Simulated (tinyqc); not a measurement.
MP2 on RHF in the sto-3g basis, frozen core, for H2O, spin multiplicity 1, step by step. One step of it, computed by the program tinyqc.

Problem. Iteration 8 (converged): orbitals. Diagonalise F' = X^T F X, C = X C', fill 5 alpha and 5 beta electrons from the bottom; D = 2 C_occ C_occ^T. Each column has its largest component positive (the first on a tie).

converged F (hartree):
```
             1O 1s      1O 2s     1O 2px     1O 2py     1O 2pz      2H 1s      3H 1s
1O 1s   -20.242808  -5.161858   0.000000   0.000467  -0.025589  -0.843240  -0.891550
1O 2s    -5.161858  -2.405580   0.000000   0.004864  -0.071188  -0.793268  -0.825443
1O 2px    0.000000   0.000000  -0.381772   0.000000   0.000000   0.000000   0.000000
1O 2py    0.000467   0.004864   0.000000  -0.236673   0.005082  -0.367632   0.376167
1O 2pz   -0.025589  -0.071188   0.000000   0.005082  -0.275071  -0.302401  -0.307848
2H 1s    -0.843240  -0.793268   0.000000  -0.367632  -0.302401  -0.408895  -0.233677
3H 1s    -0.891550  -0.825443   0.000000   0.376167  -0.307848  -0.233677  -0.431517
```

X:
```
            1O 1s      1O 2s    1O 2px     1O 2py     1O 2pz      2H 1s      3H 1s
1O 1s    1.023679  -0.137283  0.000000   0.000335  -0.007064   0.019042   0.019696
1O 2s   -0.137283   1.162710  0.000000  -0.004242   0.068436  -0.221132  -0.233772
1O 2px   0.000000   0.000000  1.000000   0.000000   0.000000   0.000000   0.000000
1O 2py   0.000335  -0.004242  0.000000   1.081262  -0.001786  -0.181178   0.188016
1O 2pz  -0.007064   0.068436  0.000000  -0.001786   1.033268  -0.108536  -0.113440
2H 1s    0.019042  -0.221132  0.000000  -0.181178  -0.108536   1.126778  -0.055869
3H 1s    0.019696  -0.233772  0.000000   0.188016  -0.113440  -0.055869   1.137024
```

Give: F' = X^T F X; orbital energies; coefficients C; D after iteration 8.

Solution.

F' = X^T F X (hartree):
```
          1        2        3        4        5        6        7
1  -19.8676  -2.6870   0.0000   0.0008  -0.0518  -0.0930  -0.1048
2   -2.6870  -1.2984   0.0000  -0.0031   0.0982  -0.4044  -0.4235
3    0.0000   0.0000  -0.3818   0.0000   0.0000   0.0000   0.0000
4    0.0008  -0.0031   0.0000   0.0075   0.0010  -0.4100   0.4197
5   -0.0518   0.0982   0.0000   0.0010  -0.1649  -0.2820  -0.2889
6   -0.0930  -0.4044   0.0000  -0.4100  -0.2820  -0.0177  -0.0627
7   -0.1048  -0.4235   0.0000   0.4197  -0.2889  -0.0627  -0.0133
```

orbital energies (hartree): MO1 -20.2512, MO2 -1.2052, MO3 -0.5597, MO4 -0.4208, MO5 -0.3818, MO6 0.4673, MO7 0.6151

coefficients C:
```
            MO1      MO2      MO3      MO4     MO5      MO6      MO7
1O 1s    0.9944  -0.2390  -0.0041   0.0910  0.0000   0.1149   0.0095
1O 2s    0.0243   0.8834   0.0217  -0.4678  0.0000  -0.6890  -0.0628
1O 2px   0.0000   0.0000   0.0000   0.0000  1.0000   0.0000   0.0000
1O 2py  -0.0001  -0.0049   0.5958   0.0106  0.0000  -0.0604   0.9373
1O 2pz   0.0031   0.0834  -0.0150   0.7692  0.0000  -0.7040  -0.0502
2H 1s   -0.0046   0.1423   0.4472   0.3310  0.0000   0.7624  -0.6749
3H 1s   -0.0048   0.1500  -0.4546   0.3099  0.0000   0.6745   0.7868
```

D after iteration 8:
```
          1O 1s    1O 2s  1O 2px   1O 2py   1O 2pz    2H 1s    3H 1s
1O 1s    2.1085  -0.4593  0.0000  -0.0009   0.1063  -0.0206  -0.0212
1O 2s   -0.4593   2.0006  0.0000   0.0073  -0.5729  -0.0391  -0.0448
1O 2px   0.0000   0.0000  2.0000   0.0000   0.0000   0.0000   0.0000
1O 2py  -0.0009   0.0073  0.0000   0.7102  -0.0024   0.5385  -0.5366
1O 2pz   0.1063  -0.5729  0.0000  -0.0024   1.1978   0.5196   0.5154
2H 1s   -0.0206  -0.0391  0.0000   0.5385   0.5196   0.6597  -0.1587
3H 1s   -0.0212  -0.0448  0.0000  -0.5366   0.5154  -0.1587   0.6505
```
